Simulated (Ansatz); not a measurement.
Compare A (`CCOC(C)(C)C`) with its isomer B (`CCC(C)(O)CC`).

Calculated with Ansatz (gas phase, PBE0-D4/def2-TZVP geometries, no zero-point term in ΔE). CCSD(T)/CBS adds triple-zeta CCSD(T) − MP2 to the extrapolated MP2 energy (def2 sets, frozen cores). Functionals use def2-TZVPP. B3LYP here is the variant with VWN-RPA as its local correlation; programs differ in this. Each species was taken in one conformer, which may not be the lowest.

(1) Which isomer does CCSD(T)/CBS put lower? Give the gap. (Best estimate.)

(2) Give E(B) − E(A) in kJ/mol with CCSD/def2-TZVPP, B3LYP-D4, CCSD(T)/def2-SVP, MP2/def2-TZVPP, B2PLYP, PBE-D4, BLYP-D4. (Best estimate.)

Largest T1 diagnostic: 0.010.

Answers

(1) Ansatz gave: B, by 34.6 kJ/mol.

(2) Computed: CCSD/def2-TZVPP -32.1, B3LYP-D4 -26.2, CCSD(T)/def2-SVP -30.0, MP2/def2-TZVPP -37.1, B2PLYP -26.6, PBE-D4 -30.1, BLYP-D4 -24.3. None reverses the order clearly.

In def2-TZVPP, CCSD(T) changes the Hartree–Fock value by −14.0 kJ/mol (the triples alone add −0.8 kJ/mol) and MP2 by −18.3 kJ/mol. The D4 term adds −4.6 kJ/mol with B3LYP and −2.5 kJ/mol with PBE0; it sums over pairs of atoms, weighted by their polarisabilities, and B3LYP, whose exchange is more repulsive, gets the larger term.
